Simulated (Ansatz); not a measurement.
Input file:

```yaml
crystal:
  periodic: [false, false, false]
  atoms:
    - {symbol: Al, position_ang: [0.021863, -0.191114, 1.303976]}
    - {symbol: Al, position_ang: [0.021863, 0.115894, -1.312802]}
    - {symbol: H, position_ang: [0.021863, 1.106288, 2.278103]}
    - {symbol: H, position_ang: [-1.192368, 0.907275, -2.041866]}
basis:
  gaussian: {orbitals: 6-31G}
correlation: {method: fic_mrcisd_q, electrons: outside_noble_gas, active_space: {window: {electrons: 8, orbitals: 10}, shells: [{species: Al, l: s, shell: 3}, {species: Al, l: p, shell: 3}, {species: H, l: s, shell: 1}]}}
```

```sh
$ ansatz run in.yaml --threads 1 --pin off --events-out ev --progress --plain --max-ram 2393MiB
```

Log:

```
612 factors; integrals over basis functions are off by at most 1.6e-7 eV
mean field evaluation 1: about -13192.5802 eV, gradient 7.2e0 eV
mean field evaluation 2: about -13192.5824 eV, gradient 7.2e0 eV
mean field evaluation 4: about -13193.0305 eV, gradient 6.6e-1 eV
mean field evaluation 8: about -13193.0445 eV, gradient 8.8e-3 eV
mean field -13193.04450911 eV, -484.8354431431 hartree, gradient 2.6e-6 eV, S^2 0.000000; 0 other end points of the search recorded, 0 dependent functions left out; unrestricted orbitals would lower it
reference -13193.04450911 eV, -484.8354431431 hartree; 14, 14 occupied and 16, 16 virtual orbitals, 612 factors
state -13195.48511699 eV, -484.9251338283 hartree
contracted CI cycle   1: correlation 0.00000000 eV, 0.0000000000 hartree, residual 4.17e0 eV
contracted CI cycle   2: correlation -0.51022988 eV, -0.0187506022 hartree, residual 1.13e0 eV
contracted CI cycle   3: correlation -0.54018884 eV, -0.0198515739 hartree, residual 3.27e-1 eV
contracted CI cycle   4: correlation -0.54231443 eV, -0.0199296879 hartree, residual 8.42e-2 eV
contracted CI cycle   5: correlation -0.54248215 eV, -0.0199358513 hartree, residual 2.08e-2 eV
contracted CI cycle   6: correlation -0.54249226 eV, -0.0199362229 hartree, residual 6.18e-3 eV
contracted CI cycle   7: correlation -0.54249309 eV, -0.0199362533 hartree, residual 1.79e-3 eV
contracted CI cycle   8: correlation -0.54249316 eV, -0.0199362558 hartree, residual 5.10e-4 eV
state -13195.48511699 eV, -484.9251338283 hartree; corrected -13196.03880738 eV, -484.9454815749 hartree
Total energy: -13196.03880738 eV, -484.9454815749 hartree
Checks for a lower state left out: starts, orbital_swaps
```

For the same geometry and basis full CI lies 10.7 meV lower.

Ran on 1 thread of Intel Xeon Platinum 8488C, shared host: 6.5 s wall, 0.53 GiB peak host memory.
